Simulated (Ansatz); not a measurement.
**H2S2 (SMILES SS): PBE/STO-3G**

What is the vertical ionisation energy of H2S2 at PBE/STO-3G? 

The calculation is run with Ansatz 0.2.0.

44 further runs of the same task are left out: 10 that didn't finish, 34 set aside as unsound or not needed.

## (1) Starting point

The species is H2S2 (4 atoms), meant as a singlet with charge 0. SMILES: `SS`. Geometry: relaxed at PBE0-D4/def2-TZVP.

Bond lengths: S1–S2 2.046 Å, S1–H3 1.347 Å, S2–H4 1.347 Å. Angles: S1–S2–H4 98.6°, S2–S1–H3 98.6°.

## (2) The energy at PBE/STO-3G

File run.yaml:

```yaml
crystal:
  periodic: [false, false, false]
  atoms:
    - {symbol: S, position_ang: [0.784480, -0.789210, 0.166690]}
    - {symbol: S, position_ang: [0.060220, 1.121560, 0.067360]}
    - {symbol: H, position_ang: [-0.225420, -1.352590, 0.856880]}
    - {symbol: H, position_ang: [-0.619290, 1.020250, -1.090950]}
basis:
  gaussian:
    orbitals: STO-3G
total_charge: 0
hamiltonian:
  xc: pbe
accuracy: high
```

Started as:

```console
$ ansatz run run.yaml --threads 1 --pin off --max-ram 3480MiB --events-out events.jsonl --progress --plain --runs-dir runs
```

Log:

```text
Warning: RAYON_NUM_THREADS=1 ignored (pool sized by the plan → 1); use --threads N
Functional definition: PBE
  name "PBE"
  parameter kappa = 0.804
  parameter beta = 0.06672455060314922
  exchange = pbe_x(kappa = kappa, mu = beta*pi^2/3)
  correlation = pbe_c(beta = beta)
344 factors; integrals over basis functions are off by at most 1.3e-8 eV
mean field evaluation 1: about -21452.1292 eV, gradient 4.6e0 eV
mean field evaluation 2: about -21452.2384 eV, gradient 1.2e0 eV
mean field evaluation 4: about -21452.2250 eV, gradient 2.2e-1 eV
mean field evaluation 8: about -21452.2253 eV, gradient 6.4e-4 eV
mean field -21452.22531791 eV, -788.3547395924 hartree, gradient 9.4e-9 eV, S^2 0.000000; 0 other end points of the search recorded, 0 dependent functions left out
reference -21452.22531947 eV, -788.3547396499 hartree; 17, 17 occupied and 3, 3 virtual orbitals, 344 factors
Total energy: -21452.22531947 eV, -788.3547396499 hartree
```

It took 0.44 s on 1 thread of Intel Xeon 6975P-C (Granite Rapids), shared host.

## (3) The doublet cation at the same level

File input.yaml:

```yaml
crystal:
  periodic: [false, false, false]
  atoms:
    - {symbol: S, position_ang: [0.784480, -0.789210, 0.166690]}
    - {symbol: S, position_ang: [0.060220, 1.121560, 0.067360]}
    - {symbol: H, position_ang: [-0.225420, -1.352590, 0.856880]}
    - {symbol: H, position_ang: [-0.619290, 1.020250, -1.090950]}
basis:
  gaussian:
    orbitals: STO-3G
total_charge: 1
magnetization:
  spin_polarized: true
  initial_magnetization: 1
hamiltonian:
  xc: {name: PBE}
accuracy: high
```

Started as:

```console
$ ansatz run input.yaml --threads 1 --pin off --max-ram 3480MiB --events-out events.jsonl --progress --plain --runs-dir runs
```

Log, cut to the lines that bear on the results:

```text
Warning: RAYON_NUM_THREADS=1 ignored (pool sized by the plan → 1); use --threads N
[... 6 set-up lines as earlier in the session ...]
344 factors; integrals over basis functions are off by at most 1.3e-8 eV
mean field evaluation 1: about -21445.1329 eV, gradient 4.8e0 eV
mean field evaluation 2: about -21442.0666 eV, gradient 1.7e1 eV
mean field evaluation 4: about -21444.2029 eV, gradient 9.5e0 eV
mean field evaluation 8: about -21445.3885 eV, gradient 1.1e-4 eV
mean field evaluation 16: about -21445.4013 eV, gradient 2.0e-2 eV
mean field -21445.40130186 eV, -788.1039616282 hartree, gradient 1.1e-8 eV, S^2 0.750165; 4 other end points of the search recorded, 0 dependent functions left out
reference -21445.40130349 eV, -788.1039616883 hartree; 17, 16 occupied and 3, 4 virtual orbitals, 344 factors
Total energy: -21445.40130349 eV, -788.1039616883 hartree
```

It took 1.4 s on 1 thread of Intel Xeon 6975P-C (Granite Rapids), shared host; peak memory 0.15 GiB.

## (4) What came out

At PBE/STO-3G:

| quantity | value |
| --- | --- |
| singlet H2S2: total energy | -788.35474 Eh |
| doublet cation: total energy | -788.10396 Eh |
| doublet cation: ⟨S²⟩ | 0.750 |
| vertical ionisation energy (to the doublet cation) | 6.824 eV |

In words: Removing an electron at fixed nuclei costs 6.82 eV (658 kJ/mol). In a minimal basis such a difference can be off by several eV, whatever the method.
